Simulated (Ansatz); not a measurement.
## C4H8, singlet: the ladder up to RCCSDT(Q)

Geometry: MP2(full)/6-31G*, from the G2/97 set.

```json
{"atom": "C", "x (Å)": "0.0000", "y (Å)": "1.0711", "z (Å)": "0.1476"}
{"atom": "C", "x (Å)": "0.0000", "y (Å)": "-1.0711", "z (Å)": "0.1476"}
{"atom": "C", "x (Å)": "-1.0711", "y (Å)": "0.0000", "z (Å)": "-0.1476"}
{"atom": "C", "x (Å)": "1.0711", "y (Å)": "0.0000", "z (Å)": "-0.1476"}
{"atom": "H", "x (Å)": "0.0000", "y (Å)": "1.9869", "z (Å)": "-0.4501"}
{"atom": "H", "x (Å)": "0.0000", "y (Å)": "1.3429", "z (Å)": "1.2075"}
{"atom": "H", "x (Å)": "0.0000", "y (Å)": "-1.9869", "z (Å)": "-0.4501"}
{"atom": "H", "x (Å)": "0.0000", "y (Å)": "-1.3429", "z (Å)": "1.2075"}
{"atom": "H", "x (Å)": "-1.9869", "y (Å)": "0.0000", "z (Å)": "0.4501"}
{"atom": "H", "x (Å)": "-1.3429", "y (Å)": "0.0000", "z (Å)": "-1.2075"}
{"atom": "H", "x (Å)": "1.9869", "y (Å)": "0.0000", "z (Å)": "0.4501"}
{"atom": "H", "x (Å)": "1.3429", "y (Å)": "0.0000", "z (Å)": "-1.2075"}
```

Basis 6-31G; Ansatz 0.2.0. Only valence electrons are correlated (noble-gas cores frozen), which leaves 24 electrons in 48 orbitals. Prefix R: restricted or restricted open-shell reference. Active spaces: frontier = (8e, 8o) about the gap.

Full CI isn't at hand for all of this; RCCSDT(Q) serves as the reference, and is uncertain by about the last step of the cluster series.

```
UHF ⟨S²⟩                          : 0.000
T1 diagnostic (RCCSD)             : 0.0050
largest doubles amplitude (RCCSD) : 0.031
```

```csv
level,E − E(RHF) (eV)
RMP2,-9.8528
RCCSD,-11.1562
RCCSD(T),-11.4238
```

Q: Estimate how far RCCSDT(Q) in 6-31G lies from RCCSD(T). The table doesn't fix it; the size of (T) and the diagnostics are the guide.

A: RCCSDT(Q) in 6-31G lies 3.2 kJ/mol below RCCSD(T), which is 13 % of the (T) step (-25.8 kJ/mol). The diagnostics are small and one determinant leads, so the series closes fast and only a small part of (T) is left.

The other levels:

```json
{"level": "CISD", "E − E(RCCSDT(Q)) (kJ/mol)": "164.9", "share of correlation (%)": "85.08", "wall time": "5.5 s"}
{"level": "BCCD(T)", "E − E(RCCSDT(Q)) (kJ/mol)": "3.3", "share of correlation (%)": "99.70", "wall time": "1.3 s"}
{"level": "RCCSDT", "E − E(RCCSDT(Q)) (kJ/mol)": "1.6", "share of correlation (%)": "99.85", "wall time": "–"}
{"level": "CASSCF (frontier space)", "E − E(RCCSDT(Q)) (kJ/mol)": "892.0", "share of correlation (%)": "19.31", "wall time": "–"}
{"level": "NEVPT2 (frontier space)", "E − E(RCCSDT(Q)) (kJ/mol)": "148.0", "share of correlation (%)": "86.62", "wall time": "4.2 s"}
{"level": "MRCISD (frontier space)", "E − E(RCCSDT(Q)) (kJ/mol)": "113.7", "share of correlation (%)": "89.71", "wall time": "–"}
{"level": "MRCISD+Q (frontier space)", "E − E(RCCSDT(Q)) (kJ/mol)": "20.4", "share of correlation (%)": "98.16", "wall time": "9 s (H100)"}
```

The correlation energy at RCCSDT(Q), counted from RHF, is -11.457 eV. That run took 7.5 s on 2 threads of AMD EPYC 7R13 with a shared H100 80 GB, shared host.

Times hold each run's SCF and search for its determinant on a shared host, so for small cases they say little of a method's own cost; rows without a card ran on 1 thread of AMD EPYC 7R13.

Atomization energy (electronic, same basis, no zero-point term; atoms at the same level, unrestricted beside the R rows where the molecule is a closed shell, with restricted open-shell steps beyond CCSDT(Q)) at RCCSDT(Q): 4209.1 kJ/mol. Errors of other levels:

```tsv
level	error (kJ/mol)
RHF	-712.1
RMP2	-7.1
CISD	-158.2
RCCSD	-24.0
RCCSD(T)	-1.7
BCCD(T)	-1.5
RCCSDT	-1.6
```

This basis is far from its limit, so the value isn't to be set against a measured one. Truncated CI isn't size-consistent, which counts against it in atomization.
